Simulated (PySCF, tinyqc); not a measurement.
Inside a calculation. Method: FCI on RHF in the sto-3g basis, frozen core, for LiH, spin multiplicity 1. The lowest restricted solution is unstable here: a spin-polarised one lies 0.0344 hartree lower (PySCF). One step of it, computed by the program tinyqc.

Question. FCI: determinants and Hamiltonian. Slater-Condon rules over spin orbitals, with the nuclear repulsion and the energy of the frozen orbital added and E(HF) subtracted on the diagonal. Only determinants linked to the reference directly or through others are kept (one block of an abelian symmetry group), so some states are absent.

one-electron integrals dressed by the frozen orbital, h + 2 (pq|11) - (p1|1q) (hartree), order 2, 3, 4, 5, 6:
```
[[-0.628525, 0.072208, 0.000000, 0.000000, 0.100507],
 [0.072208, -0.328328, 0.000000, 0.000000, -0.079589],
 [0.000000, 0.000000, -0.280394, 0.000000, 0.000000],
 [0.000000, 0.000000, 0.000000, -0.280394, 0.000000],
 [0.100507, -0.079589, 0.000000, 0.000000, -0.345731]]
```

energy of the frozen orbital, 2 h_11 + (11|11) = -7.54669402 hartree

Two-electron integrals over orbitals (pq|rs), unique and non-zero (hartree); the lowest 1 orbital is frozen and left out:
```
(22|22) 0.424623    (32|22) -0.072208   (32|32) 0.035317    (33|22) 0.213911
(33|32) 0.018400    (33|33) 0.315071    (42|42) 0.020893    (43|42) 0.021966
(43|43) 0.041260    (44|22) 0.228419    (44|32) 0.023182    (44|33) 0.275188
(44|44) 0.312946    (52|52) 0.020893    (53|52) 0.021966    (53|53) 0.041260
(54|54) 0.016869    (55|22) 0.228419    (55|32) 0.023182    (55|33) 0.275188
(55|44) 0.279207    (55|55) 0.312946    (62|22) -0.100507   (62|32) 0.057771
(62|33) 0.012857    (62|44) 0.045942    (62|55) 0.045942    (62|62) 0.131695
(63|22) 0.068680    (63|32) -0.029931   (63|33) -0.037033   (63|44) -0.014407
(63|55) -0.014407   (63|62) -0.047403   (63|63) 0.041755    (64|42) 0.016795
(64|43) 0.009725    (64|64) 0.017901    (65|52) 0.016795    (65|53) 0.009725
(65|65) 0.017901    (66|22) 0.389229    (66|32) -0.051779   (66|33) 0.242028
(66|44) 0.251569    (66|55) 0.251569    (66|62) -0.069241   (66|63) 0.047326
(66|66) 0.379329
```

nuclear repulsion = 0.61723625 hartree

Hartree-Fock energy = -7.76188549 hartree

Give: determinants; H - E(HF) between determinants.

Answer.

Occupation strings over the orbitals (2 doubly, a alpha, b beta, 0 empty; spin orbitals ordered 1a 1b 2a 2b ...): 220000 2ab000 2a000b 2ba000 2b000a 202000 20a00b 200200 200020 20b00a 200002

H - E(HF) between determinants (hartree), order 220000, 2ab000, 2a000b, 2ba000, 2b000a, 202000, 20a00b, 200200, 200020, 20b00a, 200002:
```
[[0.0000, 0.0000, 0.0000, 0.0000, 0.0000, 0.0353, 0.0578, 0.0209, 0.0209, -0.0578, 0.1317],
 [0.0000, 0.0895, -0.0109, -0.0353, -0.0578, 0.0906, -0.0299, 0.0220, 0.0220, -0.1134, -0.0474],
 [0.0000, -0.0109, 0.2474, -0.0578, -0.1317, -0.0299, 0.0204, 0.0168, 0.0168, 0.0474, 0.0313],
 [0.0000, -0.0353, -0.0578, 0.0895, -0.0109, -0.0906, -0.1134, -0.0220, -0.0220, -0.0299, 0.0474],
 [0.0000, -0.0578, -0.1317, -0.0109, 0.2474, 0.0299, 0.0474, -0.0168, -0.0168, 0.0204, -0.0313],
 [0.0353, 0.0906, -0.0299, -0.0906, 0.0299, 0.4908, -0.1166, 0.0413, 0.0413, 0.1166, 0.0418],
 [0.0578, -0.0299, 0.0204, -0.1134, 0.0474, -0.1166, 0.4004, 0.0097, 0.0097, -0.0418, -0.0323],
 [0.0209, 0.0220, 0.0168, -0.0220, -0.0168, 0.0413, 0.0097, 0.5846, 0.0169, -0.0097, 0.0179],
 [0.0209, 0.0220, 0.0168, -0.0220, -0.0168, 0.0413, 0.0097, 0.0169, 0.5846, -0.0097, 0.0179],
 [-0.0578, -0.1134, 0.0474, -0.0299, 0.0204, 0.1166, -0.0418, -0.0097, -0.0097, 0.4004, 0.0323],
 [0.1317, -0.0474, 0.0313, 0.0474, -0.0313, 0.0418, -0.0323, 0.0179, 0.0179, 0.0323, 0.5203]]
```
